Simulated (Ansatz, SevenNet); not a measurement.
For fcc Cu, the machine-learned potential SevenNet-0 (trained on PBE and PBE+U data) gives:

```
Property                      Value
-------------------------  --------
lattice parameter a         3.613 Å
elastic constant C11        175 GPa
elastic constant C44       50.2 GPa
polycrystal shear modulus  37.7 GPa
```

Problem. What does r²SCAN (plane waves, PAW; Ansatz, an electronic-structure program) give for the same quantities?

Solution. 
- lattice constant a: 3.577 Å (drops by 1.0 %)
- elastic constant C11: 202 GPa (rises by 15 %)
- elastic constant C44: 93.7 GPa (grows by 87 %)
- Voigt–Reuss–Hill shear modulus: 59.2 GPa (increases by 57 %)

For comparison: lattice constant a 3.595 Å (measured, low-temperature or extrapolated to 0 K; zero-point anharmonic expansion removed; as tabulated in Csonka et al. (2009), arXiv:0903.4037); elastic constant C11 176 GPa (measured, 0 K, extrapolated to 0 K; zero-point effects included; as tabulated in Malica and Corso (2021), arXiv:2109.00459); elastic constant C44 81.8 GPa (measured, 0 K, extrapolated to 0 K; zero-point effects included; as tabulated in Malica and Corso (2021), arXiv:2109.00459).

Changes are worked out from the printed values.

Unless a cell is named, each level is at its own relaxed cell (SevenNet-0 11.79, r²SCAN 11.44 Å³/atom).

Ansatz's density-functional and Hartree–Fock values are scalar-relativistic unless marked +SOC, with PAW data made under PBE.
